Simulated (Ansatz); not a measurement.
Born–Oppenheimer molecular dynamics of BClH$_{3}$ (5 atoms, charge 0, multiplicity 2). It starts at the highest image of a converged band. Of that band: Neighbouring images differ by up to 1.7 eV, so the band resolves the path poorly. A vibrational analysis at the climbing image gives 2 clearly imaginary modes (1350i, 320i cm⁻¹): a point of higher order. A lower path may pass nearby, or the ends, which weren't checked, may share the extra mode.

Method: UHF/def2-SVP (Ansatz 0.2.0).

- ensemble: NVE (velocity Verlet)
- time step: 0.5 fs
- steps asked: 200
- starting velocities drawn for: 100 K
- seed: 3300

Frames 0.5 fs apart, positions in Å, forces in eV/Å.

Velocities at 40 fs (Å/ps):

```
B -2.70 0.51 -32.18
Cl 0.70 -0.82 8.07
H -3.10 4.31 -32.71
H 15.59 4.01 -43.59
H -8.19 15.19 137.42
```

```xyz
5
Properties=species:S:1:pos:R:3:forces:R:3 time_fs=40 energy_less_start_eV=-1.840 T=4844
B -0.009 0.015 0.085 -0.11 0.22 2.99
Cl 0.012 -0.023 2.017 -0.06 -0.01 -2.77
H 1.060 0.064 -0.419 0.05 -0.10 -0.18
H -1.087 0.054 -0.418 0.12 -0.11 -0.04
H -0.293 0.523 7.711 0.00 0.00 0.00
5
Properties=species:S:1:pos:R:3:forces:R:3 time_fs=40.5 energy_less_start_eV=-1.783 T=4699
B -0.010 0.015 0.069 0.07 0.22 3.15
Cl 0.012 -0.023 2.021 -0.08 0.00 -2.97
H 1.058 0.066 -0.435 0.05 -0.11 -0.13
H -1.079 0.056 -0.440 -0.04 -0.11 -0.05
H -0.297 0.530 7.780 0.00 0.00 0.00
5
Properties=species:S:1:pos:R:3:forces:R:3 time_fs=41 energy_less_start_eV=-1.725 T=4548
B -0.012 0.016 0.054 0.24 0.22 3.27
Cl 0.013 -0.024 2.024 -0.09 0.00 -3.15
H 1.057 0.068 -0.452 0.05 -0.11 -0.08
H -1.071 0.058 -0.462 -0.20 -0.11 -0.05
H -0.301 0.538 7.848 0.00 0.00 0.00
5
Properties=species:S:1:pos:R:3:forces:R:3 time_fs=41.5 energy_less_start_eV=-1.665 T=4393
B -0.013 0.016 0.040 0.41 0.23 3.36
Cl 0.013 -0.024 2.028 -0.11 0.01 -3.30
H 1.056 0.070 -0.469 0.04 -0.12 -0.01
H -1.063 0.059 -0.484 -0.34 -0.11 -0.04
H -0.305 0.545 7.917 0.00 0.00 0.00
5
Properties=species:S:1:pos:R:3:forces:R:3 time_fs=42 energy_less_start_eV=-1.605 T=4239
B -0.014 0.017 0.026 0.55 0.23 3.41
Cl 0.013 -0.025 2.031 -0.12 0.01 -3.44
H 1.054 0.071 -0.487 0.02 -0.12 0.05
H -1.057 0.060 -0.506 -0.45 -0.11 -0.02
H -0.309 0.553 7.986 0.00 0.00 0.00
5
Properties=species:S:1:pos:R:3:forces:R:3 time_fs=42.5 energy_less_start_eV=-1.546 T=4086
B -0.015 0.017 0.013 0.66 0.22 3.43
Cl 0.013 -0.025 2.034 -0.13 0.01 -3.56
H 1.053 0.072 -0.504 0.00 -0.13 0.12
H -1.051 0.061 -0.528 -0.52 -0.11 0.01
H -0.314 0.561 8.055 0.00 0.00 0.00
5
Properties=species:S:1:pos:R:3:forces:R:3 time_fs=43 energy_less_start_eV=-1.488 T=3937
B -0.016 0.018 0.001 0.72 0.22 3.41
Cl 0.014 -0.025 2.037 -0.15 0.02 -3.66
H 1.052 0.072 -0.520 -0.02 -0.13 0.19
H -1.047 0.061 -0.551 -0.55 -0.11 0.07
H -0.318 0.568 8.123 0.00 0.00 0.00
5
Properties=species:S:1:pos:R:3:forces:R:3 time_fs=43.5 energy_less_start_eV=-1.432 T=3793
B -0.017 0.018 -0.010 0.73 0.22 3.36
Cl 0.014 -0.026 2.039 -0.15 0.03 -3.75
H 1.051 0.072 -0.536 -0.04 -0.13 0.25
H -1.044 0.062 -0.573 -0.53 -0.12 0.14
H -0.322 0.576 8.192 0.00 0.00 0.00
5
Properties=species:S:1:pos:R:3:forces:R:3 time_fs=44 energy_less_start_eV=-1.379 T=3655
B -0.018 0.019 -0.021 0.70 0.21 3.28
Cl 0.014 -0.026 2.042 -0.16 0.03 -3.83
H 1.050 0.073 -0.552 -0.06 -0.13 0.31
H -1.043 0.062 -0.594 -0.48 -0.12 0.24
H -0.326 0.584 8.261 0.00 0.00 0.00
5
Properties=species:S:1:pos:R:3:forces:R:3 time_fs=44.5 energy_less_start_eV=-1.327 T=3523
B -0.018 0.019 -0.031 0.63 0.21 3.18
Cl 0.015 -0.027 2.044 -0.17 0.04 -3.90
H 1.048 0.072 -0.567 -0.07 -0.13 0.37
H -1.042 0.061 -0.616 -0.39 -0.12 0.35
H -0.330 0.591 8.329 0.00 0.00 0.00
5
Properties=species:S:1:pos:R:3:forces:R:3 time_fs=45 energy_less_start_eV=-1.278 T=3397
B -0.018 0.020 -0.040 0.52 0.20 3.08
Cl 0.015 -0.027 2.046 -0.17 0.04 -3.96
H 1.047 0.072 -0.581 -0.07 -0.12 0.42
H -1.042 0.061 -0.636 -0.28 -0.12 0.46
H -0.334 0.599 8.398 0.00 0.00 0.00
5
Properties=species:S:1:pos:R:3:forces:R:3 time_fs=45.5 energy_less_start_eV=-1.232 T=3276
B -0.018 0.021 -0.048 0.40 0.18 2.97
Cl 0.015 -0.027 2.047 -0.18 0.05 -4.01
H 1.045 0.071 -0.594 -0.06 -0.12 0.46
H -1.044 0.060 -0.655 -0.16 -0.12 0.58
H -0.338 0.606 8.467 0.00 0.00 0.00
```

Of the whole run (100 fs, mean temperature of the second half 3903 K): The conserved energy stayed within 0.33 meV per atom of its start (net change 0.022 meV per atom), so the integration is sound. The kinetic energy rose, since the run started high on the potential surface and went downhill. It ends in pieces (BClH2 + H), so much of that is their flight and rotation, not heat. A run of 0.1 ps of so small a system gives no equilibrium averages.

Time of the run: 60 s on 1 thread of Arm Neoverse V1, on a shared host, peak memory 0.088 GiB.
